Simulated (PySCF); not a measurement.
# Si: ionisation energy

Si [Ne] 3s2 3p2 (3P) → Si⁺ [Ne] 3s2 3p1 (2P), as a difference of total energies. Calculation: PySCF 2.14, in x2c-TZVPPall with one added diffuse shell each of s, p, d type (6s6p4d1f, 51 functions); the spin-free X2C one-electron Hamiltonian (Gaussian nucleus). Correlated levels: valence and next inner shell: 1s2 frozen. The calculations carry no spin-orbit coupling.

```tsv
method	ionisation energy (eV)	error (eV)
UHF	7.627	-0.530
MP2 (valence and next inner shell)	8.024	-0.133
SCS-MP2 (valence and next inner shell)	7.938	-0.219
CCSD (valence and next inner shell)	8.052	-0.105
CCSD(T) (valence and next inner shell)	8.088	-0.069
```

Reference: 8.157 eV (measured; NIST levels, between the centres of gravity of the two terms).

Errors of the correlated levels include the incompleteness of this basis and the frozen core.
